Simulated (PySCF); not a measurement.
Molecule: SMILES FC(F)(F)F, CF₄.

Atoms are numbered as in `[F:1][C:2]([F:3])([F:4])[F:5]`.

Spin–spin couplings on one PBE0-D3(BJ)/def2-SVP geometry, PySCF 2.14.0 with density-fitted response routines, gas phase, non-relativistic, equivalent pairs averaged; isotopes ¹³C, ¹⁹F; functional B3LYP.

Reference values (Hz): ¹J(C2,F5) = -258.3 (measured; gas, zero-density limit; Jackowski, Slowinski, Molecules 2023, 28, 1499).

Q: How do the couplings (Hz) change with the basis set? Times are CPU seconds on shared hosts with different chips, so compare them loosely. Far from the basis limit: pcJ-0, 6-31G*, cc-pVTZ, def2-TZVP.

A: 
```
    basis set  functions  ¹J(C2,F5)  abs. error  core-s
        pcJ-0         65     -525.9       267.6     3.3
       6-31G*         70     -222.0        36.3     3.4
        pcJ-1        135     -348.4        90.0     5.9
      cc-pVTZ        150     -314.7        56.4     8.6
    def2-TZVP        155     -370.3       112.0     9.3
aug-cc-pVTZ-J        230     -347.2        88.9      20
        pcJ-2        255     -343.3        84.9      25
```

Errors compare magnitudes, without vibrational corrections. Closest: 6-31G*; furthest: pcJ-0.

The Fermi-contact term samples the wavefunction at the nucleus, which is why sets with added tight s functions (names with J) are made for couplings. Agreement of an ordinary basis with the reference is then largely a cancellation of errors.
